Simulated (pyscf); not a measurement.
Single points on ωB97X-D3(BJ)/def2-SVP structures (PySCF, gas phase). MP2 and CC: frozen core, UHF for open shells. ΔMP2 is the change of the MP2 total energy from the triple- to the quadruple-zeta basis.

### Question
How much does it cost (ΔH, 298 K, CCSD(T)/def2-TZVPP + ΔMP2(QZVPP)) to split F–Ga(F)–F at its F–Ga bond into F• + [F–Ga–F]•?

### Answer
F–Ga to F• + [F–Ga–F]•: 124.6 kcal/mol. The radicals are drawn with the spin at the cut bond; how far it spreads was not checked. The CCSD(T) − MP2 part came from Ansatz, without density fitting, on the same reference. The frozen core leaves the outer d or s,p core shells of the metals and heavy elements correlated in the MP2 and CC values, and def2-TZVPP describes them poorly, which can shift differences by a few kcal/mol. Left out: the spin-orbit lowering of F. Elements up to Kr have no core potential and no relativistic terms here.
